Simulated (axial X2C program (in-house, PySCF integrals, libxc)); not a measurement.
**Potential curves of Al₂, spin-free**

Calculated with an axial X2C code built on PySCF integrals. Spin-free means the one-electron spin-free X2C Hamiltonian. Basis: Al dyall-v3z [8s8p2d1f] (cores contracted in-house); Gaussian nuclei, density fitting, unrestricted open shells. Masses: Al 26.982 u.

State: M_S = 1, Λ = 0 (beyond evenly filled blocks: π+α, π-α). Energies in eV from the fragments at the same level (Al + Al). Fits are polynomials in 1 − R0/R over 0.85 to 1.23 times the lowest point R0.

| R (Å) | CCSD(T) | MP2 | PBE0 |
| --- | --- | --- | --- |
| 2.1663 |  | -0.8303 | -1.0278 |
| 2.2659 | -1.1136 | -1.0982 | -1.2911 |
| 2.3406 | -1.2321 | -1.2100 | -1.4039 |
| 2.4153 | -1.2937 | -1.2637 | -1.4615 |
| 2.4900 | -1.3112 | -1.2720 | -1.4764 |
| 2.5772 | -1.2897 | -1.2385 | -1.4530 |
| 2.6643 | -1.2359 | -1.1716 | -1.3980 |
| 2.7764 | -1.1352 | -1.0526 | -1.2959 |
| 2.9133 |  | -0.8793 | -1.1441 |
| 3.1125 |  | -0.6095 | -0.9038 |

Correlated methods: 6 electrons correlated (number of frozen shells: Al 2 s, 1 p), 142 virtual spin orbitals or spinors in MP2.

One determinant describes the state; a PBE0 search over occupations chose it and may have missed a lower one. Dissociation energies refer to the lowest single-determinant-based atoms at the same level and basis. CCSD and (T) use frozen natural virtuals with an MP2 correction for the truncation; (T) itself is uncorrected, so its De runs slightly low. PBE0 can misorder states that lie within some tenths of an eV, so this need not be the ground state of the molecule. The nearest other spin-free determinant of the search, M_S = 1, Λ = 1, lies 0.11 eV up at the distance of the search. Coupled cluster ran on the points near the minimum only. MP2 and coupled cluster on one determinant become unreliable at the stretched end.

(1) Fit the CCSD(T) curve near its minimum: give the equilibrium distance, the harmonic wavenumber and the well depth.

(2) Fit the MP2 curve near its minimum: give the equilibrium distance, the harmonic wavenumber and the well depth.

(3) What are Re, ωe and De at the PBE0 level?

## Answers

(1) At CCSD(T), spin-free: Re = 2.488 Å, ωe ≈ 349 cm⁻¹, De = 1.31 eV to Al + Al; Be follows as 0.202 cm⁻¹.

(2) At MP2, spin-free: Re = 2.468 Å, ωe ≈ 367 cm⁻¹, De = 1.27 eV to Al + Al; Be follows as 0.205 cm⁻¹.

(3) At PBE0, spin-free: Re = 2.483 Å, ωe ≈ 347 cm⁻¹, De = 1.48 eV to Al + Al; Be follows as 0.203 cm⁻¹.
